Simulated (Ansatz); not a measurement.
**Al2H (quartet): wave-function methods side by side at scale of all distances = 1.000, 6-31G**

Aim: climb from Hartree-Fock through coupled cluster and multireference methods for Al2H (quartet) at one geometry and basis, and see what each rung misses.

The runs use Ansatz 0.2.0, Gaussian basis; 6-31G, core rule «outside noble gas», up to 10 orbitals frozen.

Plan: UHF; CCSD(T) on ROHF; CCSD(T) on UHF; BCCD(T) on ROHF; CISD; CCSDT(Q) on ROHF; CCSDT(Q) on UHF; CISDTQ; CCSDTQ on ROHF; CCSDTQ on UHF; CASSCF and MRCISD+Q, 5 electrons in 5 orbitals; CASSCF and NEVPT2, 5 electrons in 5 orbitals; CASSCF and MRCISD+Q, 7 electrons in 9 orbitals; CASSCF and NEVPT2, 7 electrons in 9 orbitals; Full CI.

8 further runs of the same task are left out: 7 that didn't finish, 1 set aside as unsound or not needed.

## 1. The system

The geometry derives from a PBE0/def2-TZVP stationary point (not a proven minimum). All distances are scaled together.

3 atoms, charge 0, spin multiplicity 4.

Atoms are counted from 1 here; the program's logs count them from 0.

Bond lengths: Al1–Al2 2.360 Å, Al1–H3 1.583 Å. Angles: Al2–Al1–H3 180.0°.

## 2. UHF

File in.yaml:

```yaml
crystal:
  periodic: [false, false, false]
  atoms:
    - {symbol: Al, position_ang: [0.000000, 0.000000, 0.259056]}
    - {symbol: Al, position_ang: [0.000000, 0.000000, -2.101360]}
    - {symbol: H, position_ang: [0.000000, 0.000000, 1.842303]}
basis:
  gaussian: {orbitals: 6-31G}
magnetization: {spin_polarized: true, initial_magnetization: 3}
hamiltonian: {xc: hf}
output: {orbitals: {seedname: orbitals}}
```

On the command line:

```console
$ ansatz run in.yaml --threads 1 --pin off --events-out ev --progress --plain --max-ram 2393MiB
```

The runs that follow: CCSD(T) on ROHF; CCSD(T) on UHF; BCCD(T) on ROHF; CISD; CCSDT(Q) on ROHF; CCSDT(Q) on UHF; CISDTQ; CCSDTQ on ROHF; CCSDTQ on UHF; CASSCF and MRCISD+Q, 5 electrons in 5 orbitals; CASSCF and NEVPT2, 5 electrons in 5 orbitals; CASSCF and MRCISD+Q, 7 electrons in 9 orbitals; CASSCF and NEVPT2, 7 electrons in 9 orbitals; Full CI.

**Question.** What will the summary of the whole plan be? Wanted: FCI below the RHF energy; RMP2 from FCI; UMP2 from FCI; RCCSD from FCI; RCCSD(T) from FCI; UCCSD(T) from FCI; RCCSDT(Q) from FCI; UCCSDT(Q) from FCI; NEVPT2 pair from FCI.

**Answer**, as computed:

```
                         quantity                                                                                                                                         value
         FCI below the RHF energy                                                                                                                                    -1.9761 eV
                    RMP2 from FCI                                                                                                                                    +658.0 meV
                    UMP2 from FCI                                                                                                                                    +648.4 meV
                   RCCSD from FCI                                                                                                                                     +80.0 meV
                RCCSD(T) from FCI                                                                                                                                     +30.0 meV
                UCCSD(T) from FCI                                                                                                                                     +29.4 meV
               RCCSDT(Q) from FCI                                                                                                                                      +2.7 meV
               UCCSDT(Q) from FCI                                                                                                                                      +2.6 meV
             NEVPT2 pair from FCI                                                                                                                                    +605.1 meV
           MRCISD+Q pair from FCI                                                                                                                                     +13.5 meV
          NEVPT2 valence from FCI                                                                                                                                    +154.0 meV
levels within 1 kcal/mol (43 meV)  RCCSD(T), UCCSD(T), BCCD(T), RCCSDT, UCCSDT, CISDTQ, RCCSDT(Q), UCCSDT(Q), RCCSDTQ, UCCSDTQ, MRCISD+Q pair, MRCISD valence, MRCISD+Q valence
                    T1 diagnostic                                                                                                                                         0.040
   effectively unpaired electrons                                                                                                                                          3.04
```

RCCSD(T) misses by +30.0 meV, 1.5 % of the correlation energy. The occupations are near whole numbers, but T1 = 0.040 shows that the orbitals relax strongly. Of the multireference levels listed MRCISD+Q valence comes nearest in total energy (+4.5 meV), which doesn't show that its space is the better one. These misses are within one basis, not against nature; the frozen cores of restricted and unrestricted runs differ, which can shift their rows.
